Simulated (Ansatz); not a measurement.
α-N2 was calculated with r²SCAN in Ansatz (plane waves, PAW).

Settings: plane-wave cutoff 600 eV, 4×4×4 k mesh, finite displacements, scalar-relativistic PAW data made under PBE.

Cell (measured lattice):

```cif
data_N8
_chemical_formula_sum 'N8'
_space_group_name_H-M_alt 'P 1'
_space_group_IT_number 1
_cell_length_a 5.66700
_cell_length_b 5.66700
_cell_length_c 5.66700
_cell_angle_alpha 90.000
_cell_angle_beta 90.000
_cell_angle_gamma 90.000
loop_
_space_group_symop_operation_xyz
  'x, y, z'
loop_
_atom_site_label
_atom_site_type_symbol
_atom_site_fract_x
_atom_site_fract_y
_atom_site_fract_z
_atom_site_occupancy
N1 N 0.94434 0.55566 0.44434 1
N2 N 0.44434 0.94434 0.55566 1
N3 N 0.94434 0.94434 0.94434 1
N4 N 0.05566 0.05566 0.05566 1
N5 N 0.55566 0.44434 0.94434 1
N6 N 0.55566 0.05566 0.44434 1
N7 N 0.44434 0.55566 0.05566 1
N8 N 0.05566 0.44434 0.55566 1
```

Task: What does this level give for the high-frequency dielectric constant?

Result: 
- high-frequency dielectric constant: 1.57

Note: the cell isn't this level's own, so it is under some stress, which shifts stiffness and frequencies.

Ansatz is a quantum-chemistry and plane-wave program.
